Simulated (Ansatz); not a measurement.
How far each method lies from RCCSDT(Q) for ClHfO⁺, singlet

Geometry: that of the ClHfO, doublet, kept fixed.

```xyz
3

Hf    0.0000    0.1701    0.2931
O     0.0000   -1.3096    1.2018
Cl    0.0000   -0.2653   -2.0180
```

Basis def2-SVP with its core potentials; Ansatz 0.2.0. Only valence electrons are correlated (noble-gas cores frozen), which leaves 16 electrons in 54 orbitals. R marks a restricted (for open shells ROHF) determinant. No spin–orbit coupling is included; scalar relativity enters through the core potentials alone. The metal's outer-core shells are frozen, which leaves out core–valence correlation.

Full CI isn't at hand for all of this; RCCSDT(Q) serves as the reference, and is uncertain by about the last step of the cluster series.

- UHF ⟨S²⟩: 0.000
- T1 diagnostic (RCCSD): 0.0286
- largest doubles amplitude (RCCSD): 0.055

| level | E − E(RCCSDT(Q)) (kcal/mol) | share of correlation (%) | wall time |
| --- | --- | --- | --- |
| RHF | 277.37 | 0.00 | – |
| RMP2 | 5.34 | 98.07 | – |
| RCCSD | 14.10 | 94.92 | – |
| RCCSD(T) | 1.28 | 99.54 | 4.3 s |
| RCCSDT | 1.13 | 99.59 | – |

The correlation energy at RCCSDT(Q), counted from RHF, is -12.028 eV. That run took 8.5 s on 2 threads of AMD EPYC 7R13 with a shared H100 80 GB, shared host.

Times hold each run's SCF and search for its determinant on a shared host, so for small cases they say little of a method's own cost; they ran on 1 thread of AMD EPYC 7R13.
